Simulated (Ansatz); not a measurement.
C₂F₃N (`N#CC(F)(F)F`), relaxed with RKS PBE0-D4/def2-TZVP in Ansatz 0.2.0 from a PBE-D4/def2-SVP geometry. The force threshold is 0.005 eV/Å; the program also tests the step.

Charge 0, multiplicity 1.

Start:

```xyz
6

N     0.311    1.573    1.501
C     0.144    0.739    0.701
C    -0.065   -0.330   -0.315
F    -1.370   -0.633   -0.401
F     0.615   -1.434    0.032
F     0.365    0.085   -1.517
```

(1) By how much does the energy fall, and how many steps does the optimiser take? (Estimate.)

(2) Which bonds change most? (An estimate is asked.)

(3) Give the relaxed structure. (Best estimate.)

Results:

(1) Ansatz gave: 5.05 kJ/mol, in 4 steps.

(2) Computed: N1–C2 from 1.168 to 1.146 Å; C3–F4 from 1.342 to 1.326 Å; C3–F5 from 1.342 to 1.326 Å; C3–F6 from 1.342 to 1.326 Å.

(3) The calculation gave: 
```xyz
6

N     0.307    1.557    1.482
C     0.145    0.735    0.700
C    -0.064   -0.327   -0.312
F    -1.353   -0.628   -0.399
F     0.607   -1.420    0.028
F     0.360    0.083   -1.499
```
